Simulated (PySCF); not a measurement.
# C3H6O2 (glycidol) at BP86/6-31G(d) (spherical functions)

What is the vertical ionisation energy of C3H6O2 (glycidol) at BP86/6-31G* (spherical functions)? The job is set up through a Python script.

The results are computed with PySCF 2.14.0.

2 further runs of the same task are left out: 1 that didn't finish, 1 set aside as unsound or not needed.

### 1 Starting point

C3H6O2 has 11 atoms, charge 0, and is taken as a singlet. As SMILES, `OCC1CO1`. The coordinates come from a PBE0-D4/def2-TZVP relaxation. This is a higher conformer, about 13 kJ/mol above the lowest found by a separate search.

Bond lengths: O1–C2 1.412 Å, C2–C3 1.498 Å, C3–C4 1.457 Å, C3–O5 1.416 Å, C4–O5 1.420 Å, O1–H6 0.959 Å, C2–H7 1.098 Å, C2–H8 1.099 Å, C3–H9 1.089 Å, C4–H10 1.087 Å, C4–H11 1.087 Å. Some angles: O1–C2–C3 107.7°, C2–C3–C4 121.2°, C2–C3–O5 115.5°, C4–C3–O5 59.2°, C3–C4–O5 59.0°, C3–O5–C4 61.8°, O1–C2–H7 112.1°, O1–C2–H8 111.3°, C3–C2–H7 108.7°, C3–C2–H8 109.1°.

### 2 A single-point energy at BP86/6-31G(d) (spherical functions)

The input, input.py:

```python
from pyscf import gto, dft

mol = gto.M(
    atom='''
O   -1.768800   0.140800  -0.697900
C   -0.917600  -0.298900   0.338700
C    0.336100   0.517700   0.274600
C    1.510600   0.042200  -0.443700
O    1.446200  -0.015200   0.973800
H   -2.628900  -0.268100  -0.583400
H   -0.652800  -1.359600   0.233600
H   -1.384400  -0.163200   1.324000
H    0.196400   1.591900   0.385000
H    2.221400   0.758500  -0.846900
H    1.467100  -0.919200  -0.949800
''',
    verbose=3,
    basis='6-31g*',
    max_memory=1860,
)

mf = dft.RKS(mol)
mf.xc = 'bp86'
mf.grids.level = 5
mf.conv_tol = 1e-10
mf.kernel()
if not mf.converged:
    mf = mf.newton().run(mf.mo_coeff, mf.mo_occ)

energy = mf.e_tot
print('E = %.10f Eh' % energy)
```

Command:

```bash
$ OMP_NUM_THREADS=1 python input.py
```

Output:

```text
converged SCF energy = -268.301727552021
E = -268.3017275520 Eh
```

Run time: 23 s. Hardware: 1 thread of Arm Neoverse V2, shared host; peak memory 0.42 GiB.

### 3 The doublet cation at the same level

The input, run.py:

```python
from pyscf import gto, dft

molecule = gto.M(
    atom='''
O     -1.768800     0.140800    -0.697900
C     -0.917600    -0.298900     0.338700
C      0.336100     0.517700     0.274600
C      1.510600     0.042200    -0.443700
O      1.446200    -0.015200     0.973800
H     -2.628900    -0.268100    -0.583400
H     -0.652800    -1.359600     0.233600
H     -1.384400    -0.163200     1.324000
H      0.196400     1.591900     0.385000
H      2.221400     0.758500    -0.846900
H      1.467100    -0.919200    -0.949800
''',
    spin=1,
    basis='6-31g*',
    max_memory=1860,
    verbose=3,
    charge=1,
)

calc0 = dft.UKS(molecule, xc='bp86')
calc0.conv_tol = 1e-10
calc0.grids.level = 5
calc0.kernel()
if not calc0.converged:
    calc0 = calc0.newton().run(calc0.mo_coeff, calc0.mo_occ)

etot = calc0.e_tot
print('E(%s) = %.9f' % ('BP86', etot))
```

Command:

```bash
$ OMP_NUM_THREADS=1 python run.py
```

Output:

```text
WARN: HOMO -0.338400794998395 >= LUMO -0.338400794998393

SCF not converged.
SCF energy = -267.956957623115 after 50 cycles  <S^2> = 0.75138046  2S+1 = 2.00138
converged SCF energy = -267.956957678543  <S^2> = 0.75138029  2S+1 = 2.0013798
E(BP86) = -267.956957679
```

It took 2.1 min on 1 thread of Arm Neoverse V2, shared host; peak memory 0.77 GiB.

### 4 What came out

Level: BP86/6-31G* (spherical functions).

| quantity | value |
| --- | --- |
| singlet C3H6O2: total energy | -268.30173 Eh |
| singlet C3H6O2: dipole moment | 1.64 D |
| singlet C3H6O2: HOMO energy | -5.94 eV |
| singlet C3H6O2: LUMO energy | 1.00 eV |
| singlet C3H6O2: HOMO–LUMO gap | 6.94 eV |
| doublet cation: total energy | -267.95696 Eh |
| doublet cation: HOMO energy (highest over α and β) | -12.87 eV |
| doublet cation: LUMO energy (lowest over α and β) | -12.77 eV |
| doublet cation: ⟨S²⟩ | 0.751 |
| vertical ionisation energy (to the doublet cation) | 9.382 eV |

The vertical ionisation energy comes to 9.38 eV (216 kcal/mol). The negative HOMO energy of the first species, 5.94 eV, lies 3.44 eV below that difference.
